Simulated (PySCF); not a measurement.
**ClFH4Si, a complex of two parts: interaction energy**

What interaction energy should one expect for `[SiH4]` with `FCl`?

Computed with PySCF 2.14.0; each step states its level. No surroundings beyond the atoms listed, unless a continuum is named. Atoms count from 0, parts from 1.

### Step 1. Starting point

7 atoms, charge 0, multiplicity 1; geometry: GFN2-xTB. Parts: 1 = atoms 0–4, `[SiH4]`, charge 0; 2 = atoms 5–6, `FCl`, charge 0.

### Step 2. Geometry optimisation at PBE0-D3(BJ)/def2-SVPD

The job: settings as JSON, then the geometry in Å.

```
{"job": {"xc": "PBE0", "basis": "def2-SVPD", "d3": "d3bj", "grid": 2, "kind": "geom", "shake": 0.01}, "charge": 0, "multiplicity": 1, "parts": [{"atoms": "0-4", "charge": 0, "multiplicity": 1}, {"atoms": "5-6", "charge": 0, "multiplicity": 1}]}
Si     0.071922    -0.045098     0.046890
H      1.258399    -0.316950     0.799410
H      0.247957     1.138744    -0.823361
H     -1.014095     0.255243     0.966067
H     -0.305658    -1.186465    -0.785342
Cl    -3.172514     0.482335    -1.675522
F     -2.662497     1.759027    -2.639259
```

Started as:

```
OMP_NUM_THREADS=1 python cluster_run.py task.json out
```

One launch serves the whole session: the jobs run in the order shown.

**Question.** The jobs that follow are: CCSD(T)/aug-cc-pVDZ and MP2/aug-cc-pVTZ counterpoise interaction energy, frozen core, gas phase. Predict: point group; rotational constants (main isotopes); interaction energy, CCSD(T) limit estimate; MP2/aug-cc-pVTZ; T1 diagnostic.

**Answer**, as computed:

```
                                  quantity                  value
                               point group                     C1
      rotational constants (main isotopes)  13.24, 1.69, 1.53 GHz
interaction energy, CCSD(T) limit estimate         -0.73 kcal/mol
                           MP2/aug-cc-pVTZ         -0.66 kcal/mol
                             T1 diagnostic                 0.0125
```

In words: The optimisation took 3 steps and gained 0.084 eV; among the close pairs (by a distance rule), Si0–H1 changed most, from 1.431 to 1.493 Å. The estimate adds CCSD(T) less MP2 in the small basis (+0.03 kcal/mol) to extrapolated MP2. Hartree-Fock gives 0.83 against -0.73 kcal/mol, so correlation carries all of the binding.
